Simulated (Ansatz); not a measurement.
Consider the formal exchange of groups at a C–C bond: `CC(C)(C)CS` + `OC1=CN1` → `CC1=C(O)N1` + `CC(C)CS`.

Isolated molecules relaxed with PBE0-D4/def2-TZVP in Ansatz; ΔE leaves out vibrations. CCSD(T)/CBS adds triple-zeta CCSD(T) − MP2 to the extrapolated MP2 energy (def2 sets, frozen cores). DFT in def2-TZVPP. B3LYP here is the variant with VWN-RPA as its local correlation; programs differ in this. Each species was taken in one conformer, which may not be the lowest.

```json
{"level": "PBE-D4", "ΔE (kcal/mol)": "-5.7", "difference from CCSD(T)/CBS": "-2.2"}
{"level": "PBE0-D4", "ΔE (kcal/mol)": "-5.5", "difference from CCSD(T)/CBS": "-2.0"}
{"level": "B3LYP-D4", "ΔE (kcal/mol)": "-5.5", "difference from CCSD(T)/CBS": "-2.0"}
{"level": "ωB97X-V", "ΔE (kcal/mol)": "-4.3", "difference from CCSD(T)/CBS": "-0.8"}
{"level": "ωB97M-V", "ΔE (kcal/mol)": "-3.7", "difference from CCSD(T)/CBS": "-0.2"}
{"level": "B2PLYP", "ΔE (kcal/mol)": "-5.8", "difference from CCSD(T)/CBS": "-2.3"}
{"level": "PBE", "ΔE (kcal/mol)": "-7.1", "difference from CCSD(T)/CBS": "-3.6"}
{"level": "r2SCAN", "ΔE (kcal/mol)": "-5.3", "difference from CCSD(T)/CBS": "-1.8"}
{"level": "B3LYP", "ΔE (kcal/mol)": "-7.7", "difference from CCSD(T)/CBS": "-4.2"}
{"level": "HF/def2-TZVPP", "ΔE (kcal/mol)": "-7.6", "difference from CCSD(T)/CBS": "-4.1"}
{"level": "SCS-MP2/def2-TZVPP", "ΔE (kcal/mol)": "-3.9", "difference from CCSD(T)/CBS": "-0.4"}
{"level": "HF/def2-QZVPP", "ΔE (kcal/mol)": "-7.7", "difference from CCSD(T)/CBS": "-4.2"}
{"level": "MP2/def2-QZVPP", "ΔE (kcal/mol)": "-3.3", "difference from CCSD(T)/CBS": "0.2"}
{"level": "SCS-MP2/def2-QZVPP", "ΔE (kcal/mol)": "-4.1", "difference from CCSD(T)/CBS": "-0.6"}
{"level": "HF/CBS(def2)", "ΔE (kcal/mol)": "-7.7", "difference from CCSD(T)/CBS": "-4.2"}
{"level": "CCSD/CBS(def2)", "ΔE (kcal/mol)": "-4.1", "difference from CCSD(T)/CBS": "-0.6"}
{"level": "CCSD(T)/CBS", "ΔE (kcal/mol)": "-3.5", "difference from CCSD(T)/CBS": "0"}
```

Largest T1 diagnostic among the species: 0.014.

The D4 term adds +2.2 kcal/mol with B3LYP and +1.2 kcal/mol with PBE0; it sums over pairs of atoms, weighted by their polarisabilities, and B3LYP, whose exchange is more repulsive, gets the larger term. In def2-TZVPP, CCSD(T) changes the Hartree–Fock value by +4.3 kcal/mol (the triples alone add +0.6 kcal/mol) and MP2 by +4.5 kcal/mol.
